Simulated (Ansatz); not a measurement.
The input, for Ansatz 0.2.0:

```yaml
crystal:
  periodic: [false, false, false]
  atoms:
    - {symbol: Ge, position_ang: [0.000000, 0.000000, 1.660700]}
    - {symbol: N, position_ang: [0.000000, 0.000000, -0.269200]}
    - {symbol: N, position_ang: [0.000000, 0.000000, -1.391500]}
basis:
  gaussian: {orbitals: cc-pVDZ}
magnetization: {spin_polarized: false}
correlation: {method: ccsd_t, electrons: valence, diis_vectors: 1}
accuracy: high
output: {forces: true}
```

```sh
$ ansatz run in.yaml --threads 1 --pin off --events-out ev --progress --plain --max-ram 2393MiB
```

Problem. Roughly how long does this take on 1 thread of Arm Neoverse V2, shared host, and how much host memory?

Solution. 15 s wall and 0.21 GiB.

```
1076 factors; integrals over basis functions are off by at most 4.4e-9 eV
mean field evaluation 1: about -59432.2641 eV, gradient 1.7e1 eV
mean field evaluation 2: about -59432.6580 eV, gradient 1.7e1 eV
mean field evaluation 4: about -59434.0765 eV, gradient 3.3e0 eV
mean field evaluation 8: about -59434.1704 eV, gradient 9.0e-1 eV
mean field evaluation 16: about -59434.1783 eV, gradient 1.7e-8 eV
mean field evaluation 32: about -59434.1771 eV, gradient 3.7e-1 eV
mean field evaluation 64: about -59434.1684 eV, gradient 1.0e0 eV
mean field evaluation 96: about -59427.1494 eV, gradient 3.8e1 eV
mean field -59434.17829605 eV, -2184.1657664467 hartree, gradient 5.1e-8 eV, S^2 0.000000; 3 other end points of the search recorded, 0 dependent functions left out; unrestricted orbitals would lower it
mean field evaluation 128: about -59434.8891 eV, gradient 2.6e0 eV
mean field evaluation 160: about -59434.1783 eV, gradient 1.5e-8 eV
unrestricted determinant -59435.24605508 eV, -2184.2050058674 hartree, S^2 1.0707
11 core orbitals not correlated: weight in the atoms' cores, before any rotation towards them, 1.000 or more for the frozen orbitals, at most 0.000 for the correlated occupied ones
reference -59434.17829605 eV, -2184.1657664467 hartree; 12, 12 occupied and 32, 32 virtual orbitals, 1076 factors
second order -10.98000176 eV of doubles, -0.00000000 eV of singles
...
cycle  48  -11.35465884 eV  change   -1.9e-8 eV  update   3.2e-8
cycle  49  -11.35465883 eV  change    1.3e-8 eV  update   2.0e-8
cycle  50  -11.35465884 eV  change   -8.8e-9 eV  update   1.8e-8
cycle  51  -11.35465884 eV  change    1.1e-9 eV  update   1.4e-8
cycle  52  -11.35465885 eV  change   -1.1e-8 eV  update   1.2e-8
cycle  53  -11.35465885 eV  change    4.7e-9 eV  update   7.6e-9
cycle  54  -11.35465885 eV  change   -3.6e-9 eV  update   6.4e-9
cycle  55  -11.35465885 eV  change   2.3e-11 eV  update   5.0e-9
cycle  56  -11.35465885 eV  change   -4.1e-9 eV  update   4.2e-9
cycle  57  -11.35465885 eV  change    1.5e-9 eV  update   2.7e-9
perturbative correction -0.55142587 eV, -0.0202645270 hartree
the calculation of the forces begins
Total energy: -59446.08438077 eV, -2184.6033069901 hartree
Atom 0 at     0.000000     0.000000     1.660700 Å, force     0.000000     0.000000     0.915024 eV/Å
Atom 1 at     0.000000     0.000000    -0.269200 Å, force    -0.000000    -0.000000     2.197604 eV/Å
Atom 2 at     0.000000     0.000000    -1.391500 Å, force     0.000000     0.000000    -3.112627 eV/Å
Dipole moment:    -0.000000    -0.000000     0.008149 e Å
```

Forces (eV/Å):
```
Ge   0.000  0.000  0.915
N    0.000  0.000  2.198
N    0.000  0.000 -3.113
```
